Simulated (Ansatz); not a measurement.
Geometry optimisation, UKS r2SCAN/def2-TZVP in Ansatz 0.2.0.

input.yaml

```yaml
crystal:
  periodic: [false, false, false]
  atoms:
    - { symbol: S, position_ang: [0.57066, -0.18654, 0.29345] }
    - { symbol: H, position_ang: [-0.57066, 0.18654, -0.29345] }
total_charge: -1
magnetization:
  spin_polarized: true
basis:
  gaussian: { orbitals: def2-TZVP }
hamiltonian:
  xc: r2scan
relax:
  f_tol: 0.02
  max_steps: 40
output:
  orbitals: {}
```

Command:

```bash
$ ansatz run input.yaml --threads 1 --pin off --max-ram 2048MiB --backend cpu --events-out ev --progress --plain --runs-dir out
```

**Question.** Where does it end, and by what steps?

**Answer.** The run converged. Limits of this set-up: an anion without diffuse functions, the dipole of an ion depends on the origin. After 2 steps the energy has fallen by 0.001 eV; S1 moved furthest, 0.01 Å.

```
step  energy less start (eV)  largest force component (eV/Å)  accepted
   0                  0.0000                           0.230       yes
   1                 -0.0012                           0.094       yes
   2                 -0.0014                           0.001       yes
```

```xyz
2
Properties=species:S:1:pos:R:3
S 0.575 -0.188 0.296
H -0.575 0.188 -0.296
```

Whether the end is a true minimum wasn't checked by a vibrational analysis.

Run time: 3.6 s on 1 thread of Arm Neoverse V2 (shared host), peak memory 0.1 GiB.
